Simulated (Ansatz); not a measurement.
Cubic perovskite SrTiO₃ (cubic form, which distorts at low temperature) was calculated with r²SCAN+rVV10 (Ansatz, a program for electronic structure, PAW).

The input as run:

Ansatz 0.2 input:
```yaml
crystal:
  lattice:
    - [3.8969631698, 0.0, 0.0]
    - [0.0, 3.8969631698, 0.0]
    - [0.0, 0.0, 3.8969631698]
  atoms:
    - { symbol: Sr, position: [0.0, 0.0, 0.0] }
    - { symbol: Ti, position: [0.5, 0.5, 0.5] }
    - { symbol: O, position: [0.5, 0.0, 0.5] }
    - { symbol: O, position: [0.0, 0.5, 0.5] }
    - { symbol: O, position: [0.5, 0.5, 0.0] }
basis:
  ecutwfc: 560
  ecutrho_ratio: 4
  xc_grid: 3
kpoints:
  mp_grid: { grid: [10, 10, 10] }
  band_path:
    path:
      - [0.0, 0.0, 0.0]
      - [0.0, 0.071429, 0.0]
      - [0.0, 0.142857, 0.0]
      - [0.0, 0.214286, 0.0]
      - [0.0, 0.285714, 0.0]
      - [0.0, 0.357143, 0.0]
      - [0.0, 0.428571, 0.0]
      - [0.0, 0.5, 0.0]
      - [0.071429, 0.5, 0.0]
      - [0.142857, 0.5, 0.0]
      - [0.214286, 0.5, 0.0]
      - [0.285714, 0.5, 0.0]
      - [0.357143, 0.5, 0.0]
      - [0.428571, 0.5, 0.0]
      - [0.5, 0.5, 0.0]
      - [0.454545, 0.454545, 0.0]
      - [0.409091, 0.409091, 0.0]
      - [0.363636, 0.363636, 0.0]
      - [0.318182, 0.318182, 0.0]
      - [0.272727, 0.272727, 0.0]
      - [0.227273, 0.227273, 0.0]
      - [0.181818, 0.181818, 0.0]
      - [0.136364, 0.136364, 0.0]
      - [0.090909, 0.090909, 0.0]
      - [0.045455, 0.045455, 0.0]
      - [0.035714, 0.035714, 0.035714]
      - [0.071429, 0.071429, 0.071429]
      - [0.107143, 0.107143, 0.107143]
      - [0.142857, 0.142857, 0.142857]
      - [0.178571, 0.178571, 0.178571]
      - [0.214286, 0.214286, 0.214286]
      - [0.25, 0.25, 0.25]
      - [0.285714, 0.285714, 0.285714]
      - [0.321429, 0.321429, 0.321429]
      - [0.357143, 0.357143, 0.357143]
      - [0.392857, 0.392857, 0.392857]
      - [0.428571, 0.428571, 0.428571]
      - [0.464286, 0.464286, 0.464286]
      - [0.5, 0.5, 0.5]
      - [0.454545, 0.5, 0.454545]
      - [0.409091, 0.5, 0.409091]
      - [0.363636, 0.5, 0.363636]
      - [0.318182, 0.5, 0.318182]
      - [0.272727, 0.5, 0.272727]
      - [0.227273, 0.5, 0.227273]
      - [0.181818, 0.5, 0.181818]
      - [0.136364, 0.5, 0.136364]
      - [0.090909, 0.5, 0.090909]
      - [0.045455, 0.5, 0.045455]
      - [0.5, 0.5, 0.428571]
      - [0.5, 0.5, 0.357143]
      - [0.5, 0.5, 0.285714]
      - [0.5, 0.5, 0.214286]
      - [0.5, 0.5, 0.142857]
      - [0.5, 0.5, 0.071429]
    npoints: 1
hamiltonian:
  xc: r2scan
  dispersion: rvv10
  pseudopotentials: { kind: paw }
scf:
  occupations: { method: fermi_dirac, width: 0.01 }
  convergence: { dr2_threshold: 0.0000000005 }
output:
  forces: true
  stress: true
  eigenvalues: true
  write_bands: true
```

Output (set-up and result lines):

```
Crystal: 5 atoms, lattice volume = 59.181 Å³
Basis set: ecut = 560 eV, 1791 PW (Γ), exchange–correlation on 96×96×96 points (27 copies of the dense FFT grid, shifted against one another)
Bands: 25, of which v1, the nominal top of the filled ones, is band 20 counted from 1 (19 counted from 0)
Symmetry: 48 space group operations
Space group: Pm-3m (ITA 221), of the structure as read, at distance tolerance 3.9e-5 Å
k-points: 56 of 1000
Functional: x = r2scan, c = r2scan + rvv10(b = 11.95, C = 0.0093); τ floored in thin density (d = 2e-4 eV/Å³)
SCF iter   1: F=—  HF=-7771.716613 eV  |F-HF|=—  |Δ(HF+E_count)|=         —  Δρ=1.89e-2  dr2=2.58e-1  dr2_τ=2.39e-1
SCF iter   2: F=—  HF=-7771.830437 eV  |F-HF|=—  |Δ(HF+E_count)|=   1.14e-1  Δρ=8.34e-3  dr2=1.67e-2  dr2_τ=1.11e-2
  ...
SCF iter   7: F=—  HF=-7771.828713 eV  |F-HF|=—  |Δ(HF+E_count)|=   3.03e-6  Δρ=1.01e-5  dr2=6.30e-8  dr2_τ=4.87e-9
SCF iter   8: F=-7771.828713 eV  HF=-7771.828713 eV  |F-HF|=1.34e-10  |Δ(HF+E_count)|=  4.68e-10  Δρ=8.68e-7  dr2=3.74e-10  dr2_τ=1.19e-10
SCF 1 converged in 8 iterations: F = -7771.828713 eV  dr2 = 3.74e-10
SCF converged after 8 iterations
Free energy (F): -7771.828713 eV
Internal energy: -7771.828713 eV  (E = F + TS)
E sigma→0 (E₀):  -7771.828713 eV
Fermi energy:    10.872402 eV
--- Forces (eV/Å), atoms counted from 1 ---
  atom   1  Sr    -0.00000000     0.00000000    -0.00000000
  atom   2  Ti    -0.00000000     0.00000000     0.00000000
  atom   3  O      0.00000000    -0.00000000     0.00000000
  atom   4  O      0.00000000    -0.00000000     0.00000000
  atom   5  O      0.00000000    -0.00000000     0.00000000
--- Stress (GPa, compression-positive) ---
       -0.001144       0.000000      -0.000000
        0.000000      -0.001144       0.000000
        0.000000       0.000000      -0.001144
  P = ⅓ Tr σ = -0.0011 GPa (-0.011 kbar)
```

The PAW data were made under PBE.

Cost on a shared machine: around 16 core-seconds (rough).
